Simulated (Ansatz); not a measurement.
**H3Ge–CH, triplet: reading a ladder of total energies**

Geometry: a PBE0/def2-TZVP stationary point for this spin, not checked as a minimum.

```xyz
6

Ge    0.0000    0.0107    0.2714
C     0.0000   -0.1101   -1.6244
H     0.0000    1.4904    0.7010
H     1.2516   -0.6845    0.8323
H    -1.2516   -0.6845    0.8323
H     0.0000    0.4197   -2.5678
```

Basis cc-pVDZ; Ansatz 0.2.0. Only valence electrons are correlated (noble-gas cores and the filled d shells of p-block atoms frozen), which leaves 12 electrons in 46 orbitals. Prefix R: restricted or restricted open-shell reference; prefix U: unrestricted. No spin–orbit coupling is included, and no scalar relativity.

Full CI isn't at hand for all of this; UCCSDT(Q) serves as the reference, and is uncertain by about the last step of the cluster series.

Runs differ by some tens of microhartree through their thresholds and, for an open shell, their frozen cores, so steps under 0.03 kcal/mol mean nothing.

| level | total energy (hartree) |
| --- | --- |
| UHF | -2115.428000 |
| UMP2 | -2115.613353 |
| UCCSD | -2115.654779 |
| UCCSD(T) | -2115.659589 |
| UCCSDT | -2115.660594 |
| UCCSDT(Q) | -2115.660817 |

Task: What is the correlation energy at UCCSDT(Q), and what share of it do UMP2 and UCCSD(T) recover?

Result: E(corr) = -2115.660817 − (-2115.428000) = -0.232817 hartree = -6.335 eV. UMP2: -0.185353 / -0.232817 = 79.61 %. UCCSD(T): -0.231589 / -0.232817 = 99.47 %.

Task: By how many kcal/mol does UCCSD(T) miss UCCSDT(Q) (1 hartree = 627.509 kcal/mol), and which steps make up the rest?

Result: -2115.659589 − (-2115.660817) = 0.001228 hartree = 0.77 kcal/mol. Steps: UCCSDT − UCCSD(T) = -0.63, UCCSDT(Q) − UCCSDT = -0.14 kcal/mol. That is within 1 kcal/mol of the reference in this basis, which itself misses far more of the correlation at the basis-set limit.
